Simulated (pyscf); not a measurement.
Routes from [O=SiH]• (SMILES O=[SiH]) + H₂ (SMILES [H][H])

Candidate steps break at most two bonds and form at most two. Each was searched with GFN2-xTB (tblite) first. PySCF, gas phase, ωB97X-D3(BJ)/def2-SVP geometries. Energies: ωB97M-D3(BJ)/def2-TZVP, kcal/mol, from the separated reactants, doublet surface; ΔG‡ with ideal gas, 1 atm, RRHO with modes under 100 cm⁻¹ raised to 100, one conformer, R ln 2 for chiral ones without a mode under 150 cm⁻¹.

| products | type | ΔE‡ | ΔE | ΔG‡ 298 K | ΔG‡ 900 K | ν‡ (cm⁻¹) |
|---|---|---|---|---|---|---|
| HO–SiH₂• | addition across a multiple bond or ene-type step | 23.0 | -39.1 | 32.3 | 50.2 | 1621i |
| O=SiH₂ + H• | hydrogen abstraction | 24.7 | +20.5 | 30.4 | 45.8 | 935i |
| HO–SiH: [singlet] + H• | hydrogen abstraction | 27.1 | +17.5 | 33.1 | 49.6 | 2206i |

Plain bond fissions and candidates not yet searched are not listed, and one of them may be faster. Each barrier is that of the saddle found; lower ones may exist.
